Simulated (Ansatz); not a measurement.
**NH3 (SMILES N) at 6 levels**

Aim: a comparison of 6 runs (UHF/6-31G, B2PLYP/3-21G, B2PLYP/6-31G, r2SCAN0/3-21G, wB97X/6-31G, CCSD/3-21G) of NH3. 

The calculation is run with Ansatz 0.2.0.

68 further runs of the same task are left out: 68 set aside as unsound or not needed.

**1. Starting point**

NH3: 4 atoms, total charge 0, spin state singlet. SMILES: `N`. The H2–N1 distance was set to 2.531 Å, away from the relaxed value. At this shape a bond of the SMILES string is far longer than usual.

Bond lengths: N1–H3 1.013 Å, N1–H4 1.013 Å. Angles: H3–N1–H4 107.7°.

**2. The energy at UHF/6-31G (run 1)**

Contents of run.yaml:

```yaml
crystal:
  periodic: [false, false, false]
  atoms:
    - {symbol: N, position_ang: [-0.908271, 1.057756, -0.859892]}
    - {symbol: H, position_ang: [0.491930, -0.300470, 0.753380]}
    - {symbol: H, position_ang: [-1.732071, 0.514306, -1.086302]}
    - {symbol: H, position_ang: [-0.371921, 1.173176, -1.711042]}
basis:
  gaussian:
    orbitals: 6-31G
magnetization:
  spin_polarized: true
hamiltonian:
  xc: hf
accuracy: high
```

Command:

```console
$ ansatz run run.yaml --threads 1 --pin off --max-ram 2610MiB --events-out events.jsonl --progress --plain --runs-dir runs
```

The log of the run:

```text
Warning: RAYON_NUM_THREADS=1 ignored (pool sized by the plan → 1); use --threads N
Functional definition: HF
  name "HF"
  exchange = exact_x
  correlation = 0
346 factors; integrals over basis functions are off by at most 2.9e-9 eV
mean field evaluation 1: about -1514.6774 eV, gradient 2.7e1 eV
mean field evaluation 2: about -1514.6763 eV, gradient 2.7e1 eV
mean field evaluation 4: about -1520.7234 eV, gradient 4.4e0 eV
mean field evaluation 8: about -1520.8715 eV, gradient 1.5e-1 eV
mean field evaluation 16: about -1520.8722 eV, gradient 3.3e-3 eV
mean field evaluation 32: about -1520.8535 eV, gradient 7.5e-1 eV
mean field evaluation 64: about -1524.6908 eV, gradient 2.5e-8 eV
mean field evaluation 96: about -1515.8490 eV, gradient 4.4e0 eV
mean field -1524.69083059 eV, -56.0313545516 hartree, gradient 3.3e-8 eV, S^2 0.984369; 5 other end points of the search recorded, 0 dependent functions left out
reference -1524.69083059 eV, -56.0313545516 hartree; 5, 5 occupied and 10, 10 virtual orbitals, 346 factors
Total energy: -1524.69083059 eV, -56.0313545516 hartree
```

It took 0.08 s on 1 thread of AMD EPYC 9R45 (Zen 5), shared host.

**3. A single-point energy at B2PLYP/3-21G (run 2)**

Contents of input.yaml:

```yaml
crystal:
  periodic: [false, false, false]
  atoms:
    - {symbol: N, position_ang: [-0.908271, 1.057756, -0.859892]}
    - {symbol: H, position_ang: [0.491930, -0.300470, 0.753380]}
    - {symbol: H, position_ang: [-1.732071, 0.514306, -1.086302]}
    - {symbol: H, position_ang: [-0.371921, 1.173176, -1.711042]}
basis:
  gaussian:
    orbitals: 3-21G.json
correlation:
  frozen_orbitals: {H: 0, "N": 1}
hamiltonian:
  xc: {name: B2PLYP}
accuracy: high
```

The basis set 3-21G is read from a file made from the Basis Set Exchange's data (not shown).

Command:

```console
$ ansatz run input.yaml --threads 1 --pin off --max-ram 2610MiB --events-out events.jsonl --progress --plain --runs-dir runs
```

The log of the run (excerpt; [...] marks lines left out):

```text
Warning: RAYON_NUM_THREADS=1 ignored (pool sized by the plan → 1); use --threads N
Functional definition: B2PLYP
  name "B2PLYP"
[...]
284 factors; integrals over basis functions are off by at most 5.0e-9 eV
[...]
mean field -1520.04067706 eV, -55.8604645613 hartree, gradient 1.7e-8 eV, S^2 0.000000; 1 other end points of the search recorded, 0 dependent functions left out; unrestricted orbitals would lower it
1 core orbitals not correlated: weight in the atoms' cores, before any rotation towards them, 1.000 or more for the frozen orbitals, at most 0.000 for the correlated occupied ones
reference -1520.04069098 eV, -55.8604650730 hartree; 4, 4 occupied and 10, 10 virtual orbitals, 284 factors
second order -7.26936505 eV of doubles, -0.00000000 eV of singles
Total energy: -1522.00341954 eV, -55.9325940172 hartree
```

Wall time 0.3 s (1 thread of AMD EPYC 9R45 (Zen 5), shared host).

Runs 3 to 5 aren't shown in full; the table further down has their settings and results.

**4. The energy at CCSD/3-21G (run 6)**

Contents of job.yaml:

```yaml
basis:
  gaussian: {orbitals: 3-21G.json}
crystal:
  periodic: [false, false, false]
  atoms:
    - {symbol: N, position_ang: [-0.908271, 1.057756, -0.859892]}
    - {symbol: H, position_ang: [0.491930, -0.300470, 0.753380]}
    - {symbol: H, position_ang: [-1.732071, 0.514306, -1.086302]}
    - {symbol: H, position_ang: [-0.371921, 1.173176, -1.711042]}
correlation: {method: ccsd, frozen_orbitals: {H: 0, "N": 1}}
accuracy: high
scf: {omitted_lower_state_checks: [cluster_reference, increment]}
```

The basis set 3-21G is read from a file made from the Basis Set Exchange's data (not shown).

Command:

```console
$ ansatz run job.yaml --threads 1 --pin off --max-ram 2610MiB --events-out events.jsonl --progress --plain --runs-dir runs
```

The log of the run:

```text
Warning: RAYON_NUM_THREADS=1 ignored (pool sized by the plan → 1); use --threads N
[... 12 lines left out ...]
1 core orbitals not correlated: weight in the atoms' cores, before any rotation towards them, 1.000 or more for the frozen orbitals, at most 0.000 for the correlated occupied ones
[... 30 lines left out ...]
WARN: these amplitudes may be one of several solutions (largest doubles amplitude 0.69, level shift 7.81 eV)
Total energy: -1519.32548915 eV, -55.8341818905 hartree
Checks for a lower state left out: cluster_reference, increment
```

Run time: 0.06 s. Hardware: 1 thread of AMD EPYC 9R45 (Zen 5), shared host.

**5. The series**

```csv
run,level,frozen core orbitals,energy (Eh),wall time
1,UHF/6-31G,–,-56.031355,0.08 s
2,B2PLYP/3-21G,1,-55.932594,0.3 s
3,B2PLYP/6-31G,1,-56.232638,0.32 s
4,r2SCAN0/3-21G,–,-55.951269,0.38 s
5,wB97X/6-31G,–,-56.268948,0.84 s
6,CCSD/3-21G,1,-55.834182,0.06 s
```

**6. What came out**

```
                                         quantity         value
                              run 6: total energy  -55.83418 Eh
run 6: correlation energy (1 core orbital frozen)    -241.2 mEh
                             run 6: T1 diagnostic         0.051
```

**Reading.** Totals of different functionals can't be ranked against each other. In run 6 the T1 diagnostic is large, so a single reference may not serve. In runs 2, 3, 6 the log says that unrestricted orbitals would lower the reference, so the values rest on an unstable closed-shell determinant (other closed-shell runs at this shape may share the fault). In runs 2, 3, 4, 5, 6 a closed-shell determinant meets a far-stretched bond, which it describes badly. Spin contamination of the reference: run 1 ⟨S²⟩ = 0.98. Where it is this large, the reference is a mixture of spin states, and values that rest on it are in doubt. All runs together took 2 s, the longest 0.84 s.
